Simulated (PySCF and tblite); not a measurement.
Values are calculated unless marked as measured or tabulated.
1,4-Dichlorobutane, C₄H₈Cl₂, numbered as in [Cl:1][CH2:2][CH2:3][CH2:4][CH2:5][Cl:6].

The ensemble was built from 150 distance-geometry starts (ETKDG, MMFF94s, GFN2-xTB) and rests on GFN2-xTB geometries. Weights use TPSS-D3(BJ)/def2-TZVP (IEF-PCM, dichloromethane) energies plus GFN2-xTB zero-point and thermal terms (modes under about 100 cm⁻¹ blended into free rotors). Symmetry numbers and mirror images are counted. Conformers within 3 kcal/mol (GFN2-xTB free energy) were kept, 10 at most. (PySCF 2.14, tblite 0.8.)

Torsions listed: Cl1–C2–C3–C4, C2–C3–C4–C5, C3–C4–C5–Cl6. Of a mirror pair one member is shown.

| conformer | shape | symmetry | dipole D |
| --- | --- | --- | --- |
| 1 | 60°, 66°, 61° | C2 (pair) | 0.34 |
| 2 | 176°, 69°, 176° | C2 (pair) | 0.08 |
| 3 | 66°, 87°, -70° | C1 (pair) | 3.72 |
| 4 | -64°, -178°, -64° | C2 (pair) | 4.06 |
| 5 | -65°, 180°, 179° | C1 (pair) | 3.89 |
| 6 | -60°, -66°, -173° | C1 (pair) | 3.83 |
| 7 | -172°, -68°, 80° | C1 (pair) | 3.75 |
| 8 | 180°, 180°, 180° | C2h | 0.01 |
| 9 | 65°, 180°, -65° | Ci | 0.01 |

Task: Which of these conformers is the most populated at 298.15 K, and with what share?

Result: Conformer 5, about 31 %. The lead over the next is within the error of the method.

Task: Give the DFT energies and free energies relative to the lowest, and all weights.

Result: 
```csv
conformer,shape,E(DFT) kcal/mol,G(298.15 K) kcal/mol,weight %
1,"60°, 66°, 61°",0.17,0.57,11.8
2,"176°, 69°, 176°",0.99,1.12,4.6
3,"66°, 87°, -70°",2.04,1.94,1.2
4,"-64°, -178°, -64°",0.29,0.54,12.3
5,"-65°, 180°, 179°",0.32,0.00,30.7
6,"-60°, -66°, -173°",0.78,0.61,10.9
7,"-172°, -68°, 80°",1.89,1.78,1.5
8,"180°, 180°, 180°",0.33,0.74,8.8
9,"65°, 180°, -65°",0.00,0.31,18.3
```

Task: How does its share change from 150 K to 400 K?

Result: From 30 % to 29 %; the mixing entropy goes from 4.16 to 4.97 cal/(mol K).
